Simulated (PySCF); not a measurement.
Gas-phase reaction: SiO + 2 F ⇌ SiOF₂

Energies from PySCF, thermal terms from the rigid-rotor harmonic-oscillator model, ideal gas at 1 bar. † marks an energy on the PBE0/def2-TZVP geometry and frequencies; other levels use their own. MP2 freezes the core. 6-31G* has spherical d functions here. Open shells (unrestricted): F (multiplicity 2); the rest are closed-shell singlets. Spin-orbit splitting is ignored; it lowers the true energy and changes the entropy of F. B3LYP is the form with VWN-RPA correlation. SiOF₂: computed as isolated molecules; such fragments, hydroxides, amides, oligomers or adducts are transient or little studied in the gas. MP2 isn't extrapolated to the basis-set limit.

| level | ΔH°(298 K), kJ |
|---|---|
| B3LYP/def2-TZVP† | -933 |
| BLYP/def2-TZVP† | -939 |
| HF/6-31G* | ? |
| HF/def2-TZVP† | -709 |
| MP2/def2-SVP† | ? |
| PBE/def2-SVP | -948 |
| PBE/def2-TZVP† | ? |
| PBE0/def2-SVP† | ? |
| LDA/def2-TZVP† | -1135 |

Task: Complete the blanks.

Result: 
- HF/6-31G*, ΔH°(298 K), kJ: -668
- MP2/def2-SVP†, ΔH°(298 K), kJ: -904
- PBE/def2-TZVP†, ΔH°(298 K), kJ: -973
- PBE0/def2-SVP†, ΔH°(298 K), kJ: -899
